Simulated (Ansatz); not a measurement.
# HF ··· SiH$_{3}$F

The pair of HF (SMILES F, atoms 1–2) and SiH$_{3}$F (SMILES [SiH3]F, atoms 3–7), both closed shells, in one local arrangement (a lower one may exist), relaxed at PBE0-D4/def2-TZVP:

F1  (0.746, 0.167, -2.697)
H2  (0.822, -0.222, -1.859)
Si3  (-0.351, 0.038, 0.950)
F4  (0.639, -0.652, -0.130)
H5  (-1.734, -0.129, 0.454)
H6  (0.024, 1.465, 1.047)
H7  (-0.146, -0.667, 2.234)
(Å)

Program: Ansatz 0.2.0. Basis: def2-TZVPPD, with def2-QZVPPD for the basis limit. Cores are frozen in the correlated methods. B3LYP uses VWN-RPA correlation. Extrapolation: Hartree–Fock as exp(−7.88 √X), correlation as X^−2.97. Interaction energies count from these two fragments, frozen as in the pair, with the counterpoise correction; negative means bound.

(1) What is the interaction energy by CCSD(T) at an estimated basis limit (MP2 extrapolated from triple and quadruple zeta, plus CCSD(T) − MP2 in triple zeta)? (Judge from chemistry; the value comes from the calculation.)

(2) Which atoms make the shortest contact between the fragments?

T1 diagnostic: at most 0.012.

Results:

(1) By the calculation: -19.7 kJ/mol. Hartree–Fock alone gives -16.2 kJ/mol at the basis limit. It counts from the two fragments frozen as in the pair.

The same quantity by other methods in triple zeta, and each one's difference from that estimate:
```tsv
method	E_int (kJ/mol)	difference
PBE-D4	-19.5	0.2
revPBE-D4	-15.4	4.2
BLYP-D4	-18.4	1.3
r2SCAN-D4	-20.5	-0.8
B97M-V	-19.2	0.5
PBE0-D4	-20.3	-0.6
B3LYP-D4	-20.4	-0.7
HSE06-D4	-20.2	-0.5
wB97X-V	-19.5	0.2
wB97M-V	-19.3	0.4
B2PLYP	-18.3	1.4
HF	-16.1	3.6
MP2	-17.3	2.4
CCSD	-17.5	2.1
CCSD(T)	-18.0	1.7
```
Differences are method less estimate.

(2) H2 and F4, 1.79 Å apart.

Basis-set superposition shift (counterpoise-corrected less uncorrected): CCSD(T) 2.4; MP2 2.3; HF 0.2; PBE0-D4 0.2; wB97M-V 0.2 kJ/mol.

For scale, one of the runs: CCSD(T)/def2-TZVPPD, 196 basis functions, launched by `ansatz run in.yaml --threads 2 --pin off --events-out ev --progress --plain --max-ram 5222MiB`. Hardware: 2 CPU threads of an AMD EPYC 9R45, shared host. Wall time 22 s; peak host memory 2.3 GiB.
